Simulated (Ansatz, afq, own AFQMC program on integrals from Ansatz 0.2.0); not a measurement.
# H2S, triplet in cc-pVTZ, levels against CCSDT(Q)

```yaml
atoms:
  - { symbol: H, position_ang: [0.0000, 0.0000, -1.0710] }
  - { symbol: H, position_ang: [0.0000, 0.0000, -0.2500] }
  - { symbol: S, position_ang: [0.0000, 0.0000, 1.3210] }
```

Basis cc-pVTZ. Only valence electrons are correlated. AFQMC by an in-house program on the Cholesky factors that Ansatz 0.2.0 writes for its CCSD(T) run. ph-AFQMC/CISD is guided by a CISD state made of CCSD amplitudes; releasing the constraint for a short imaginary time cuts its bias at the price of noise, slowly where states lie close. ± is one standard error of the sampling.

Determinant: UHF, the one that the program's search chose, which needn't be the lowest solution. The geometry is a point of a scan.

No full CI on the walks' own integrals is used here; CCSDT(Q) serves as the reference and is uncertain by about the last step of the cluster series.

Cautions: lower spins were not checked.

```
T1 diagnostic                               : 0.0139
weight of the determinant in the CISD state : 0.909
⟨S²⟩ of the determinant                     : 2.034
size of the correlated space                : 8 electrons in 57 orbitals
```

Reference: CCSDT(Q), correlation energy -5.420 eV. The released energy is read at 2.40 1/Eh (meV from the phaseless value at times in 1/Eh: -5.5 ± 1.6 at 0.24, -6.3 ± 1.5 at 0.51, -10.7 ± 1.7 at 0.99, -14.3 ± 2.2 at 1.62, -11 ± 3 at 2.40).

```tsv
level	E − E(reference) (mEh)	share of correlation (%)
HF	199.18	0.00
MP2	37.10	81.37
CCSD	7.67	96.15
CCSD(T)	1.16	99.42
CCSDT	0.22	99.89
ph-AFQMC/CISD	0.45 ± 0.07	99.77
released AFQMC	0.03 ± 0.10	99.98
```

A walk keeps the symmetry of its determinant, which the program's search chose and which needn't be the lowest solution, so a lower state of the same spin and another symmetry isn't excluded. Released energies are given only where the last usable release times agree within the noise; a slower fall can still hide under it.
